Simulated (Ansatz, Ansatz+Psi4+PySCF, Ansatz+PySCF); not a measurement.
```yaml
atoms:
  - { symbol: C, position_ang: [0.0000, 0.0000, 0.1501] }
  - { symbol: H, position_ang: [0.0000, 0.0000, -0.9505] }
```

Basis set: cc-pVTZ (spherical functions). Correlated methods keep 1 orbital frozen. Correlation on ROHF uses semicanonical orbitals with singles. Charge 0, multiplicity 2.

Computed with Ansatz (development build ahead of 0.2.0); each method stands on the lowest determinant of its kind that the runs found.

Question: Give the atomization energy at this shape (free ground-state atoms in the same class of orbitals less the molecule, no zero-point energy) of doublet CH by ROHF-CCSD(T), ROHF-MP2, UHF-MP2, UHF.

Answer:

```
      method  atomization energy
ROHF-CCSD(T)        340.3 kJ/mol
    ROHF-MP2        327.3 kJ/mol
     UHF-MP2        313.3 kJ/mol
         UHF        245.9 kJ/mol
```

Caution for UHF-MP2: another reference gives a lower total. Caution for UHF-MP2, UHF: the determinant breaks the point group; the unrestricted determinant is spin contaminated.
